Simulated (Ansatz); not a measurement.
# SiPH5: one species, many methods

How much do the methods differ for SiPH5? The plan is to run it at one geometry with functionals of several rungs and with coupled cluster. The yardstick is the atomisation energy at the CCSD(T) limit.

Method: functionals in def2-TZVPP, the program's frozen cores in correlated methods; program: Ansatz 0.2.0, Gaussian basis.

Levels to be run: LDA (SPW92), PBE-D4, revPBE-D4, BLYP-D4, r2SCAN-D4, B97M-V, PBE0-D4, B3LYP-D4, r2SCANh-D4, r2SCAN0-D4, HSE06-D4, BHLYP-D4, CAM-B3LYP-D4, LC-ωPBE, ωB97X-V, ωB97M-V, B2PLYP, PBE-QIDH; CCSD(T)/def2-SVP; CCSD(T)/def2-TZVPP; CCSD(T)/def2-QZVPP; extrapolation to the limit; RPA on PBE.

## 1. The geometry

An earlier PBE0-D4 in a triple-zeta def2 set relaxation fixed the geometry.

SMILES `[SiH3]P`, 7 atoms, charge 0, spin multiplicity 1.

Atoms are counted from 1 here; the program's logs count them from 0.

Bond lengths: Si1–P2 2.255 Å, Si1–H3 1.486 Å, Si1–H4 1.486 Å, Si1–H5 1.487 Å, P2–H6 1.421 Å, P2–H7 1.421 Å. Angles: P2–Si1–H3 108.0°, P2–Si1–H4 108.0°, P2–Si1–H5 113.9°, H3–Si1–H4 108.9°, H3–Si1–H5 108.9°, H4–Si1–H5 108.9°, Si1–P2–H6 93.8°, Si1–P2–H7 93.8°, H6–P2–H7 93.5°.

## 2. LDA

This LDA is Slater exchange with PW92 correlation.

Input file in.yaml:

```yaml
crystal:
  periodic: [false, false, false]
  atoms:
    - {symbol: Si, position_ang: [-0.627404, -0.356877, -0.386771]}
    - {symbol: P, position_ang: [1.087808, -0.011900, 1.035901]}
    - {symbol: H, position_ang: [-1.847481, -0.619121, 0.420186]}
    - {symbol: H, position_ang: [-0.316451, -1.563284, -1.196972]}
    - {symbol: H, position_ang: [-0.890214, 0.784604, -1.302121]}
    - {symbol: H, position_ang: [0.641340, 1.284815, 1.407651]}
    - {symbol: H, position_ang: [1.952392, 0.481765, 0.022116]}
basis:
  gaussian: {orbitals: def2-TZVPP}
hamiltonian: {xc: lda}
output: {orbitals: {seedname: orbitals}}
```

On the command line:

```
ansatz run in.yaml --threads 2 --pin off --events-out ev --progress --plain --max-ram 32768MiB --backend cpu
```

Further steps of the session: PBE-D4 (GGA); revPBE-D4 (GGA); BLYP-D4 (GGA); r2SCAN-D4 (meta-GGA); B97M-V (meta-GGA); B3LYP-D4 (hybrid); r2SCANh-D4 (hybrid); r2SCAN0-D4 (hybrid); HSE06-D4 (hybrid); BHLYP-D4 (hybrid); CAM-B3LYP-D4 (range-separated); LC-ωPBE (range-separated); ωB97X-V (range-separated); ωB97M-V (range-separated); B2PLYP (double hybrid); PBE-QIDH (double hybrid); CCSD(T) in def2-SVP; CCSD(T) in def2-TZVPP; CCSD(T) in def2-QZVPP; RPA on PBE orbitals.

**Question.** What will the summary of the whole plan be? Wanted: atomisation energy, CCSD(T)/CBS; farthest beyond LDA; mean size of error, GGA; mean size of error, meta-GGA; mean size of error, hybrid; mean size of error, range-separated; mean size of error, double hybrid; gap, smallest and largest; T1 diagnostic.

**Answer**, as computed:

| quantity | value |
| --- | --- |
| atomisation energy, CCSD(T)/CBS | 19.853 eV |
| functionals within 0.099 eV (0.5 %) | r2SCAN-D4 |
| farthest beyond LDA | LC-ωPBE (-0.442 eV) |
| mean size of error, GGA | 0.257 eV |
| mean size of error, meta-GGA | 0.176 eV |
| mean size of error, hybrid | 0.188 eV |
| mean size of error, range-separated | 0.249 eV |
| mean size of error, double hybrid | 0.354 eV |
| gap, smallest and largest | 5.86 eV (LDA (SPW92)), 12.62 eV (LC-ωPBE) |
| T1 diagnostic | 0.0130 |
| triples share of the correlation energy | 3.5 % |

**Reading.** The LDA atomisation energy is off by 2.080 eV (10 %): it overbinds. PBE-D4 misses by -0.233 eV. Double hybrids carry the basis error of their MP2 part in triple zeta, and no dispersion term here, so their miss is partly the set-up's. By mean error the best rung here is meta-GGA (0.176 eV) and the worst beyond LDA is double hybrid (0.354 eV). The gap between the best rungs is small, so their order is not settled. Misses under about 0.099 eV are within the doubt on the reference itself, which lacks core-valence correlation, relativity and higher excitations. Hartree-Fock recovers 74 % of the binding; the rest is correlation. CCSD(T) in def2-SVP is off by -1.611 eV, which most functionals beat. The gap grows from 5.9 to 12.6 eV across the functionals, mostly with the share of exact exchange.
